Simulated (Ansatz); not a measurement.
Results of PBE (Ansatz, a first-principles code, plane waves, PAW) for rutile MnF2.

Run with plane-wave cutoff 520 eV, 8×8×10 k mesh (along the axes of the cell as run), spin-polarised with opposed moments, scalar-relativistic PAW data made under PBE.

Computed at the level's own relaxed cell.

Elastic tensor (GPa, Voigt notation, ions relaxed):

```
   96.8    74.9    68.8     0.0     0.0     0.0
   74.9    96.8    68.8     0.0     0.0     0.0
   68.8    68.8   149.5     0.0     0.0     0.0
    0.0     0.0     0.0    25.6     0.0     0.0
    0.0     0.0     0.0     0.0    25.6     0.0
    0.0     0.0     0.0     0.0     0.0    61.3
```

Task: Work out the Voigt, Reuss and Hill averages of the bulk and shear moduli, Young's modulus and Poisson's ratio from the printed constants.

Result: K_V = [C11 + C22 + C33 + 2(C12 + C13 + C23)]/9 = [343.1 + 2 × 212.5]/9 = 85.3 GPa. G_V = [343.1 − 212.5 + 3 × 112.5]/15 = 31.2 GPa. From the compliances S = C⁻¹, K_R = 82.9 and G_R = 23.0 GPa. Hill means: K = 84.1, G = 27.1 GPa. E = 9KG/(3K + G) = 73 GPa, ν = (3K − 2G)/(6K + 2G) = 0.35, K/G = 3.10.

Static lattice: no zero-point or thermal effects.
